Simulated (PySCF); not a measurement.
The first ionisation energy along the second row

Calculated with PySCF 2.14 from differences of total energies of unrestricted determinants, without spin-orbit coupling. Values in eV. The last column holds reference values (NIST; (s) semi-empirical, (t) theoretical, else measured). Unmarked ones compare directly (S terms, centres of terms, or small fine structure); those marked * lie between the lowest fine-structure levels and include a spin-orbit shift.

```
                       element               configurations     UHF  MP2 (valence)  SCS-MP2 (valence)  CCSD (valence)  CCSD(T) (valence)  r2SCAN  reference
Be (x2c-SVPall, spin-free X2C)          [He] 2s2 → [He] 2s1   7.970          8.569              8.689           9.172              9.172   8.740      9.323
 B (x2c-SVPall, spin-free X2C)      [He] 2s2 2p1 → [He] 2s2   8.123          8.205              8.167           8.058              8.081   8.843      8.297
 C (x2c-SVPall, spin-free X2C)  [He] 2s2 2p2 → [He] 2s2 2p1  10.908         11.134             11.023          10.977             10.985  11.735     11.262
 N (x2c-SVPall, spin-free X2C)  [He] 2s2 2p3 → [He] 2s2 2p2  14.030         14.448             14.237          14.273             14.269  14.862     14.545
 O (x2c-SVPall, spin-free X2C)  [He] 2s2 2p4 → [He] 2s2 2p3  12.072         12.953             12.975          12.961             12.969  13.643     13.608
Ne (x2c-SVPall, spin-free X2C)          [Ne] → [He] 2s2 2p5  19.790         21.249             21.121          21.060             21.060     n/a     21.597
```

Which of these methods has the smallest mean absolute error against the measured values here?

MP2 (valence), with 0.346 eV.

| method | elements | mean error (eV) | mean absolute error (eV) | largest error (eV) |
| --- | --- | --- | --- | --- |
| UHF | 6 | -0.957 | 0.957 | -1.807 |
| MP2 (valence) | 6 | -0.346 | 0.346 | -0.754 |
| SCS-MP2 (valence) | 6 | -0.403 | 0.403 | -0.634 |
| CCSD (valence) | 6 | -0.355 | 0.355 | -0.647 |
| CCSD(T) (valence) | 6 | -0.349 | 0.349 | -0.640 |
| r2SCAN | 5 | 0.158 | 0.391 | -0.583 |

Errors include the incompleteness of the basis and the frozen core.

"Valence" correlates the outer s and p shells and, in groups 3 to 12 and the f block, the outer d or f shell, open or full, or the next shell where the ion has no valence electron left; the wider scheme adds the next inner shell.
